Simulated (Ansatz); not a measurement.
```yaml
crystal:
  periodic: [false, false, false]
  atoms:
    - {symbol: C, position_ang: [-0.357447, 0.860876, -0.456152]}
    - {symbol: C, position_ang: [0.218590, -0.250604, 0.312734]}
    - {symbol: C, position_ang: [-0.015718, -1.505827, 0.750804]}
    - {symbol: O, position_ang: [1.274200, -0.254353, 1.019692]}
    - {symbol: H, position_ang: [-1.274614, 0.562122, -0.960941]}
    - {symbol: H, position_ang: [-0.559068, 1.699712, 0.214800]}
    - {symbol: H, position_ang: [0.381061, 1.196067, -1.188629]}
    - {symbol: H, position_ang: [0.425095, -2.365191, 0.251893]}
basis:
  gaussian: {orbitals: def2-mTZVPP}
hamiltonian: {xc: {name: HF}}
correlation: {method: mp2, frozen_orbitals: {C: 9}}
scf: {lower_state_search: light}
```

```sh
$ ansatz run in.yaml --threads 2 --pin off --events-out ev --progress --plain --max-ram 4352MiB
```

Output, abridged:

```
Functional definition: HF
Error: "frozen_orbitals" has no count for O
```

Question: What is wrong with this run?

Answer: Frozen orbitals are typed for one element alone, and the program wants a count for each. The input was rejected before any iteration.
